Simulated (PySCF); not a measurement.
## LiC: from constants to spectrum

UHF-CCSD(T) constants of LiC, ⁴Σ⁻ (quartet), unpaired electrons σ ↑, π ↑↑ (PySCF, spin-free X2C with a Gaussian nucleus, basis sets Li jorge-DZP-DKH, C jorge-DZP-DKH; masses 7.0160 and 12.0000 u):

| Item | Value |
| --- | --- |
| ωe | 653.6 cm⁻¹ |
| ωexe | 5.02 cm⁻¹ |
| Be | 1.0128 cm⁻¹ |
| αe | 0.0138 cm⁻¹ |
| De to Li + C | 2.27 eV |

What force constant and bond length do these constants imply?

Reduced mass μred = 4.4274 u; k = 5.8918×10⁻⁷·μred·ωe² (u, cm⁻¹, mdyn/Å) = 1.11 mdyn/Å; Re = √(16.8576/(μred·Be)) (u, cm⁻¹, Å) = 1.939 Å.

Estimate the centrifugal constant D from the Kratzer relation and find the Dunham coefficient a1.

D = 4Be³/ωe² = 9.73e-06 cm⁻¹; a1 = −1 − αeωe/(6Be²) = -2.47.

Correlated steps freeze 1 core orbital. Correlated levels converge slowly with the basis: in double zeta they bind strong bonds too weakly, by up to about 1 eV, and carry superposition errors of some tenths. The state is the lowest determinant that a PBE0 search found; another state may lie lower at other levels.
